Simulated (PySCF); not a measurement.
We consider zinc-blende CdTe, described by MP2 (PySCF, GTH pseudopotentials, Gaussian basis).

The cell has the measured lattice parameters. Conventional cell: a = 6.4800 Å, b = 6.4800 Å, c = 6.4800 Å, α = 90.00°, β = 90.00°, γ = 90.00°.

The correlation energy at a fixed DZ basis:

```csv
k mesh,value (eV/atom)
2×2×2,-5.6924
3×3×3,-5.9076
4×4×4,-5.9818
```

### Question
Taking the value to converge with the number of k points N as 1/N, extrapolate from the last two rows.

### Answer
With y = y∞ + c/w and weights w = 27 and 64 for the last two rows, y∞ = (w2 y2 − w1 y1)/(w2 − w1) = (64 × -5.9818 − 27 × -5.9076)/37 = -6.0359 eV/atom, which lies 0.0541 beyond the last row. Successive pairs of rows give -5.9982, -6.0359. The limit also hangs on the law assumed, so its last digits aren't firm.

The other settings are not extrapolated, so this is the limit in one setting alone.
